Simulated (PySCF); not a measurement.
**`c1cc[cH-]c1`, [C5H5]-, charge -1**

Molfile (atoms numbered from 1):
```
C5H5
     RDKit          3D

 10 10  0  0  0  0  0  0  0  0999 V2000
    0.4046   -1.1223    0.0868 C   0  0  0  0  0  0  0  0  0  0  0  0
   -0.9498   -0.7466   -0.0550 C   0  0  0  0  0  0  0  0  0  0  0  0
   -1.0059    0.6627   -0.1354 C   0  0  0  0  0  0  0  0  0  0  0  0
    0.3138    1.1581   -0.0431 C   0  0  0  0  0  0  0  0  0  0  0  0
    1.1857    0.0550    0.0942 C   0  0  0  0  0  0  0  0  0  0  0  0
    0.7830   -2.1467    0.1759 H   0  0  0  0  0  0  0  0  0  0  0  0
   -1.8064   -1.4286   -0.0958 H   0  0  0  0  0  0  0  0  0  0  0  0
   -1.9137    1.2656   -0.2492 H   0  0  0  0  0  0  0  0  0  0  0  0
    0.6094    2.2127   -0.0727 H   0  0  0  0  0  0  0  0  0  0  0  0
    2.2760    0.1039    0.1901 H   0  0  0  0  0  0  0  0  0  0  0  0
  1  2  1  0
  2  3  2  0
  3  4  1  0
  4  5  1  0
  5  1  2  0
  1  6  1  0
  2  7  1  0
  3  8  1  0
  4  9  1  0
  5 10  1  0
M  CHG  1   4  -1
M  END
```

Computed with GIAO B3LYP/3-21G magnetisability, rotational g tensor and spin-rotation constants, non-relativistic, gas phase (PySCF 2.14.0). Geometry: PBE0-D3(BJ)/def2-SVP.

For an ion the centre-of-mass motion in the field is neglected. The highest occupied orbital is unbound at this level, so the values depend on the basis.

(1) Give the nuclear spin-rotation constants along the inertial axes (H = +C I·J) beside the isotropic shieldings.

Results:

(1) Rotational constants 8.9253, 8.9249, 4.4626 GHz. A star marks the isotopologue with that one atom substituted, in its own axes.
```csv
atom,isotope,Caa (kHz),Cbb (kHz),Ccc (kHz),mean (kHz),σ (ppm)
H6,1H,0.028,0.028,-0.430,-0.125,28.5
H7,1H,0.028,0.028,-0.430,-0.125,28.5
H8,1H,0.028,0.028,-0.430,-0.125,28.5
H9,1H,0.028,0.028,-0.430,-0.125,28.5
H10,1H,0.028,0.028,-0.430,-0.125,28.5
C1,13C*,2.964,2.062,0.515,1.847,115.4
```
Where two moments of inertia are equal or nearly so, the constants along those axes are given as their average.
For the geometry as given, no vibrational averaging.
